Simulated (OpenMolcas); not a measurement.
## C3H4F2 (SMILES F/C=C\CF): methods side by side

C3H4F2: 9 atoms, total charge 0, spin state singlet. As SMILES, `F/C=C\CF`. The shape is that of a PBE0-D4/def2-TZVP optimisation. This is one conformer, not always the lowest.

```jsonl
{"atom": "F", "x (Å)": "-1.7713", "y (Å)": "0.6962", "z (Å)": "-0.7642"}
{"atom": "C", "x (Å)": "-0.7568", "y (Å)": "-0.0838", "z (Å)": "-1.1488"}
{"atom": "C", "x (Å)": "0.2699", "y (Å)": "-0.3554", "z (Å)": "-0.3643"}
{"atom": "C", "x (Å)": "0.4395", "y (Å)": "0.1552", "z (Å)": "1.0194"}
{"atom": "F", "x (Å)": "1.6566", "y (Å)": "0.8114", "z (Å)": "1.1337"}
{"atom": "H", "x (Å)": "-0.8889", "y (Å)": "-0.4587", "z (Å)": "-2.1569"}
{"atom": "H", "x (Å)": "1.0424", "y (Å)": "-1.0013", "z (Å)": "-0.7656"}
{"atom": "H", "x (Å)": "0.4498", "y (Å)": "-0.6667", "z (Å)": "1.7427"}
{"atom": "H", "x (Å)": "-0.3526", "y (Å)": "0.8568", "z (Å)": "1.2869"}
```

Each level gives the energy change with the F1–C2 bond stretched from 1.336 to 2.405 Å (eV). The values are calculated.

```json
{"level": "HF/6-31G* (spherical functions) (unrestricted)", "kind": "Hartree–Fock", "program": "OpenMolcas", "value (eV)": "3.36", "less CCSD(T)/6-31G*": "-0.79", "CPU time (all runs)": "25 s"}
{"level": "SVWN5/6-31G* (spherical functions) (restricted)", "kind": "LDA", "program": "OpenMolcas", "value (eV)": "4.78", "less CCSD(T)/6-31G*": "+0.63", "CPU time (all runs)": "48 s"}
{"level": "PBE/6-31G* (spherical functions) (restricted)", "kind": "GGA", "program": "OpenMolcas", "value (eV)": "4.26", "less CCSD(T)/6-31G*": "+0.11", "CPU time (all runs)": "76 s"}
{"level": "r2SCAN/6-31G* (spherical functions) (restricted)", "kind": "meta-GGA", "program": "OpenMolcas", "value (eV)": "4.51", "less CCSD(T)/6-31G*": "+0.36", "CPU time (all runs)": "92 s"}
{"level": "B3LYP/6-31G* (Cartesian functions) (restricted)", "kind": "global hybrid", "program": "OpenMolcas", "value (eV)": "4.58", "less CCSD(T)/6-31G*": "+0.43", "CPU time (all runs)": "78 s"}
{"level": "B2PLYP/6-31G* (spherical functions) (restricted)", "kind": "double hybrid", "program": "OpenMolcas", "value (eV)": "4.54", "less CCSD(T)/6-31G*": "+0.39", "CPU time (all runs)": "55 s"}
{"level": "MP2/6-31G* (spherical functions) (restricted)", "kind": "perturbation theory", "program": "OpenMolcas", "value (eV)": "4.78", "less CCSD(T)/6-31G*": "+0.63", "CPU time (all runs)": "13 s"}
{"level": "CCSD(T)/6-31G* (spherical functions) (restricted)", "kind": "coupled cluster or CI", "program": "OpenMolcas", "value (eV)": "4.15", "less CCSD(T)/6-31G*": "0.00", "CPU time (all runs)": "3 min"}
```

CCSD(T)/6-31G* (spherical functions) (restricted) is the highest level here, not the true value. At this stretch a single reference begins to fail. The first shape isn't each level's own minimum. The values span 3.36 to 4.78 eV. Spin contamination of the reference (⟨S²⟩ at least 0.1 too high) touches HF/6-31G*. Times are those of the runs behind each value, whatever else they computed, on shared processors of several kinds: orders of magnitude only.
